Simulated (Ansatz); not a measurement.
## How methods differ on SiNH3F− (SMILES N[SiH-]F)

The species is SiNH3F− (6 atoms), meant as a singlet with charge -1. SMILES: `N[SiH-]F`. The shape is that of a GFN2-xTB optimisation. This is one conformer, not always the lowest.

| atom | x (Å) | y (Å) | z (Å) |
| --- | --- | --- | --- |
| N | -0.7063 | 0.0641 | -0.6564 |
| Si | -0.0184 | -0.5726 | 0.8640 |
| F | 1.3438 | -1.3628 | 0.1754 |
| H | -1.4214 | 0.7597 | -0.4736 |
| H | -0.0321 | 0.4875 | -1.2964 |
| H | 0.8344 | 0.6242 | 1.3869 |

Quantity: the energy change with the N1–H4 bond stretched from 1.014 to 1.521 Å, in eV. The values are calculated.

```csv
level,kind,program,value (eV),CPU time (all runs)
HF/STO-3G (restricted),Hartree–Fock,Ansatz,3.05,0.28 s
SVWN5/STO-3G (restricted),LDA,Ansatz,2.08,1.9 s
BLYP/STO-3G (restricted),GGA,Ansatz,?,2.9 s
PBE/STO-3G (restricted),GGA,Ansatz,1.90,2.9 s
revPBE/STO-3G (restricted),GGA,Ansatz,1.84,2.9 s
r2SCAN/STO-3G (restricted),meta-GGA,Ansatz,2.13,6.8 s
B3LYP/STO-3G (restricted),global hybrid,Ansatz,2.12,2.9 s
BHLYP/STO-3G (restricted),global hybrid,Ansatz,2.56,2.9 s
PBE0/STO-3G (restricted),global hybrid,Ansatz,?,2.9 s
r2SCAN0/STO-3G (restricted),hybrid meta-GGA,Ansatz,2.45,6.5 s
```

Problem. Estimate what the levels marked ? give.

Solution. As computed at these levels: BLYP/STO-3G (restricted): 1.75 eV; PBE0/STO-3G (restricted): 2.32 eV. Sets without diffuse functions describe the anion poorly. The first shape isn't each level's own minimum. The values span 1.75 to 3.05 eV. All rows use very small basis sets, so even the best lies far from the true value. CPU times are rough (shared hosts, several kinds of processor): they show what a rung costs within a factor of a few.
